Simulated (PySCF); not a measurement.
**Calculated properties of `C#CC(C)=O`**

Species: C₄H₄O.
Geometry (GFN2-xTB, Å), atoms numbered from 1 in this order:
```
atom  x, y, z in Å
C1     2.1510    0.6415   -0.1024
C2     1.1322    0.0420    0.1085
C3    -0.0728   -0.7054    0.3726
C4    -1.3194    0.0228   -0.0604
O5    -0.0634   -1.7966    0.8848
H6     3.0358    1.1758   -0.2923
H7    -1.3856    0.9754    0.4624
H8    -1.2669    0.2304   -1.1278
H9    -2.1974   -0.5798    0.1566
```

Some functional groups and rings: ketone and alkyne.

**GFN2-xTB geometry**

- Point group of the GFN2-xTB geometry: Cs
- Rotational constants A, B, C of the GFN2-xTB geometry: 10.194, 4.134, 2.996 GHz

PBE0/pcSseg-1 ground state and GIAO shieldings, non-relativistic (PySCF):

- Dipole moment: 3.12 D
- HOMO energy: -7.90 eV
- LUMO energy: -1.74 eV
- HOMO–LUMO gap: 6.16 eV
- Lowest Hirshfeld atomic charge: -0.22 e on O5
- Highest Hirshfeld atomic charge: +0.17 e on C3
- 13C chemical shifts (computed TMS as zero) by class: 187.6 (C3), 86.1 (C1), 84.4 (C2), 36.7 (C4) ppm
- 1H chemical shifts (computed TMS as zero) by class: 2.70 (H6), 2.37 (H7/H8/H9) ppm
- Isotropic shieldings of nuclei other than C and H, by class: -377 (O5) ppm
- Mayer bond orders between heavy atoms: C1–C2 2.46, C2–C3 0.91, C3–C4 1.03, C3–O5 2.01

From B3LYP/pcJ-1 indirect spin-spin coupling, non-relativistic, gas phase (PySCF):

* Largest of the computed one-bond spin–spin couplings (means over like bonds): 13C–1H +268.2 (C1–H6), 13C–13C +200.4 (C1–C2), 13C–1H +135.1 (C4–H7 and 2 like it), 13C–13C +93.1 (C2–C3), 13C–13C +48.2 (C3–C4), 17O–13C +29.0 (O5–C3) Hz

Monoisotopic mass from the formula: 68.0262 u.

In atomic units the dipole is 1.23 e·bohr (1 au = 2.5417 D). The rotational constants make it an asymmetric top with κ = (2B − A − C)/(A − C) = -0.68, nearer the prolate limit (−1). With B = h/(8π²I), that is 505.379 GHz u Å² over I, the principal moments of inertia are 49.6, 122.3 and 168.7 u Å² (most abundant isotopes). A dipole of 3.12 D is allowed in Cs, and pure rotational transitions are dipole-allowed.

 NMR classes are plain means over equivalent atoms (diastereotopic ones count apart unless rotation or inversion swaps them), as if these changed places fast; in this geometry the members of some classes differ.
